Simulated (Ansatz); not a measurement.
Ge (diamond): values from a third-order Birch-Murnaghan fit to a volume scan beside measured ones. Computed values: r2SCAN (plane waves to 500 eV, PAW, scalar-relativistic; Ansatz, a quantum-chemistry and plane-wave program). Ge was relaxed with its symmetry unable to fall. The PAW data are Ansatz's earlier set.

```json
[
 {"quantity": "Lattice constant a (Å)", "reference": "5.644", "kind": "measured, corrected to the static lattice"},
 {"quantity": "Bulk modulus B₀ (GPa)", "reference": "77.3", "kind": "measured, corrected to the static lattice"}
]
```

References as given in: Daniel Mejia-Rodriguez, S. B. Trickey, Physical Review B (2018), arXiv:1807.09216; Tanner, Daniel S. P., Broderick, Christopher A., Kirwan, Amy C. et al., (2021), arXiv:2110.11888.

What does r2SCAN give, and how far is that from the reference?


| quantity | r2SCAN | difference |
|---|---|---|
| Lattice constant a (Å) | 5.673 | +0.5 % |
| Bulk modulus B₀ (GPa) | 70.9 | -8.3 % |

r2SCAN overestimates the lattice constant a by 0.5 %. r2SCAN underestimates the bulk modulus B₀ by 8.3 %.

(Under strain, the slope of the energy per volume gives the stress and its curvature an elastic modulus.)
